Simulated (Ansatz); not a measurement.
The cluster Na₂Cl, relaxed as a doublet with UKS PBE0-D4/def2-TZVP in Ansatz, starting from the GFN1-xTB geometry. Force threshold 0.02 eV/Å.

The structure comes from a short search, and lower isomers may exist.

Start:

```xyz
3

Na   -1.036   -0.632   -1.094
Na    0.117    1.534    0.452
Cl    0.920   -0.902    0.642
```

Estimate the energy that the relaxation releases and the steps that it takes.

1.8 kcal/mol, in 5 steps; 8.5 s on 4 threads of Arm Neoverse V1 on a shared host. No frequencies were taken in this run, so the end may be a saddle point.

Does the start keep its bonding and symmetry?

By distances, no bond broke or formed. The bond that changes most is Na1–Cl3, from 2.63 to 2.53 Å (atoms count from 1). Point group Cs at the start, C2v at the end, both within 0.05 Å.

Predict the relaxed structure.


Cartesian coordinates in Å:
```
Na -1.044 -0.808 -1.141
Na 0.227 1.632 0.575
Cl 0.818 -0.824 0.566
```
Bond lengths (bridged metal pairs left out): 2 × Cl–Na 2.53 Å.
